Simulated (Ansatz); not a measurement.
## What a trial cell of LiW₃ relaxes into

Level of theory: DFT PBE, scalar-relativistic, plane waves, PAW in Ansatz 0.2.0. Cutoff 420 eV, Γ-centred k mesh, Gaussian smearing, no spin polarisation in the final step.

LiW₃ was placed on the Cu3Au (L1_2) structure type (Pm-3m, No. 221), with Li in place of Au, W in place of Cu, at a guessed volume.

```yaml
crystal:
  lattice:
    - [3.88854, 0.00000, 0.00000]
    - [0.00000, 3.88854, 0.00000]
    - [0.00000, 0.00000, 3.88854]
  atoms:
    - { symbol: Li, position: [0.00000, 0.00000, 0.00000] }
    - { symbol: W, position: [0.00000, 0.50000, 0.50000] }
    - { symbol: W, position: [0.50000, 0.00000, 0.50000] }
    - { symbol: W, position: [0.50000, 0.50000, 0.00000] }
```

Steps on the 4×4×4 mesh (4 atoms). 4 of 5 steps are shown, and the free energy counts from the last. Trial steps that were taken back and renewals of the plane-wave basis can be among the rows.

| step | ΔF (meV/atom) | V (Å³/atom) | P (GPa) |
| --- | --- | --- | --- |
| 1 | 11.4 | 14.70 | 7.57 |
| 2 | 41.9 | 16.22 | -12.19 |
| 3 | 0.3 | 15.25 | -0.74 |
| 5 | 0.0 | 15.20 | -0.04 |

A final relaxation ran on a 12×12×12 mesh. The relaxed crystal, Pm-3m (No. 221):

```cif
data_structure
_symmetry_space_group_name_H-M 'Pm-3m'
_symmetry_Int_Tables_number 221
_cell_length_a 3.9287
_cell_length_b 3.9287
_cell_length_c 3.9287
_cell_angle_alpha 90.000
_cell_angle_beta 90.000
_cell_angle_gamma 90.000
_cell_volume 60.64
loop_
_atom_site_label
_atom_site_type_symbol
_atom_site_symmetry_multiplicity
_atom_site_Wyckoff_symbol
_atom_site_fract_x
_atom_site_fract_y
_atom_site_fract_z
_atom_site_occupancy
Li1 Li 1 a 0.00000 0.00000 0.00000 1
W1 W 3 c 0.00000 0.50000 0.50000 1
```

For LiW₃, the volume per atom is 15.16 Å³ and the density is 15.29 g/cm³. The energy over the elements is 0.50 eV/atom. The gap on the 12×12×12 mesh is 0 eV (a metal).

Formation energies are uncorrected and refer to the elements' standard structures at the same level.

The final run used a 12×12×12 mesh on its 4-atom cell and 0.10 eV smearing. For metals, differences of a few meV/atom aren't resolved. Spin–orbit coupling is left out.

Symmetry constrained the relaxation, so the result can be a saddle point.

Cost: 3 runs of about 0.62 core-minutes in all, on Intel Xeon Platinum 8375C (Ice Lake) (shared hosts).